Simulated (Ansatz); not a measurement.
Born–Oppenheimer molecular dynamics of H₆PSi (8 atoms, charge 0, multiplicity 2). It starts at the highest image of a converged band, a first-order saddle point between two minima.

Theory: UKS PBE0/def2-SVP in Ansatz.

| Item | Value |
| --- | --- |
| ensemble | NVE (velocity Verlet) |
| time step | 0.5 fs |
| steps asked | 200 |
| starting velocities drawn for | 100 K |
| seed | 3267 |

Frames 1 fs apart, positions in Å.

Velocities at 70.0 fs (Å/ps):

```
H -47.37 -13.42 -17.77
P 2.94 2.19 2.35
Si -1.01 -2.65 -2.18
H -1.95 1.51 3.97
H -1.22 -1.90 -0.89
H 6.95 5.84 4.58
H -11.91 1.18 -3.65
H -6.60 13.23 2.23
```

```xyz
8
Properties=species:S:1:pos:R:3 time_fs=70.0 energy_less_start_eV=-0.141 T=282
H -0.072 -0.821 0.609
P 1.381 0.746 1.613
Si -1.023 -0.734 -0.759
H 0.646 1.776 0.941
H 2.242 0.544 0.488
H -2.182 0.133 -0.527
H -1.437 -2.089 -1.193
H -0.171 -0.163 -1.897
8
Properties=species:S:1:pos:R:3 time_fs=71.0 energy_less_start_eV=-0.234 T=401
H -0.124 -0.834 0.584
P 1.384 0.749 1.615
Si -1.024 -0.736 -0.761
H 0.644 1.778 0.945
H 2.241 0.542 0.487
H -2.177 0.140 -0.521
H -1.450 -2.089 -1.196
H -0.179 -0.151 -1.892
8
Properties=species:S:1:pos:R:3 time_fs=72.0 energy_less_start_eV=-0.325 T=517
H -0.186 -0.846 0.546
P 1.387 0.751 1.617
Si -1.024 -0.739 -0.763
H 0.642 1.779 0.948
H 2.239 0.541 0.486
H -2.175 0.149 -0.515
H -1.463 -2.090 -1.199
H -0.190 -0.140 -1.882
8
Properties=species:S:1:pos:R:3 time_fs=73.0 energy_less_start_eV=-0.362 T=565
H -0.251 -0.857 0.501
P 1.390 0.753 1.620
Si -1.024 -0.742 -0.764
H 0.640 1.779 0.951
H 2.237 0.539 0.484
H -2.176 0.160 -0.507
H -1.478 -2.093 -1.202
H -0.202 -0.130 -1.869
8
Properties=species:S:1:pos:R:3 time_fs=74.0 energy_less_start_eV=-0.306 T=492
H -0.315 -0.869 0.457
P 1.393 0.755 1.623
Si -1.024 -0.744 -0.766
H 0.640 1.780 0.954
H 2.235 0.538 0.482
H -2.179 0.171 -0.500
H -1.493 -2.095 -1.204
H -0.214 -0.122 -1.853
8
Properties=species:S:1:pos:R:3 time_fs=75.0 energy_less_start_eV=-0.179 T=331
H -0.370 -0.883 0.425
P 1.396 0.758 1.625
Si -1.024 -0.747 -0.769
H 0.639 1.779 0.957
H 2.231 0.538 0.480
H -2.182 0.181 -0.493
H -1.509 -2.097 -1.207
H -0.226 -0.114 -1.837
8
Properties=species:S:1:pos:R:3 time_fs=76.0 energy_less_start_eV=-0.090 T=218
H -0.410 -0.900 0.416
P 1.399 0.760 1.628
Si -1.025 -0.749 -0.772
H 0.639 1.778 0.959
H 2.228 0.537 0.478
H -2.185 0.189 -0.488
H -1.525 -2.098 -1.210
H -0.233 -0.105 -1.823
8
Properties=species:S:1:pos:R:3 time_fs=77.0 energy_less_start_eV=-0.124 T=261
H -0.431 -0.922 0.436
P 1.402 0.762 1.631
Si -1.027 -0.752 -0.776
H 0.640 1.776 0.961
H 2.223 0.538 0.476
H -2.186 0.193 -0.484
H -1.540 -2.096 -1.214
H -0.237 -0.096 -1.811
8
Properties=species:S:1:pos:R:3 time_fs=78.0 energy_less_start_eV=-0.231 T=396
H -0.436 -0.947 0.481
P 1.405 0.765 1.633
Si -1.030 -0.754 -0.781
H 0.641 1.775 0.963
H 2.219 0.538 0.474
H -2.185 0.195 -0.482
H -1.556 -2.093 -1.219
H -0.235 -0.086 -1.803
8
Properties=species:S:1:pos:R:3 time_fs=79.0 energy_less_start_eV=-0.303 T=488
H -0.430 -0.974 0.540
P 1.409 0.767 1.636
Si -1.033 -0.756 -0.786
H 0.642 1.773 0.964
H 2.213 0.538 0.472
H -2.182 0.193 -0.483
H -1.570 -2.087 -1.226
H -0.227 -0.074 -1.799
8
Properties=species:S:1:pos:R:3 time_fs=80.0 energy_less_start_eV=-0.293 T=477
H -0.418 -1.002 0.601
P 1.412 0.770 1.639
Si -1.037 -0.758 -0.791
H 0.642 1.771 0.965
H 2.208 0.539 0.470
H -2.178 0.187 -0.485
H -1.584 -2.080 -1.234
H -0.214 -0.063 -1.797
8
Properties=species:S:1:pos:R:3 time_fs=81.0 energy_less_start_eV=-0.226 T=390
H -0.405 -1.028 0.654
P 1.415 0.772 1.641
Si -1.042 -0.760 -0.795
H 0.643 1.770 0.966
H 2.202 0.539 0.468
H -2.172 0.180 -0.489
H -1.596 -2.071 -1.244
H -0.197 -0.052 -1.797
```

Of the whole run (100 fs, mean temperature of the second half 342 K): The conserved energy stayed within 0.25 meV per atom of its start (net change 0.094 meV per atom), so the integration is sound. The system heated up, since it started high on the potential surface and ran downhill. A run of 0.1 ps of so small a system gives no equilibrium averages.

The run took 4.4 min on 2 threads of Arm Neoverse V1, on a shared host, peak memory 0.15 GiB.
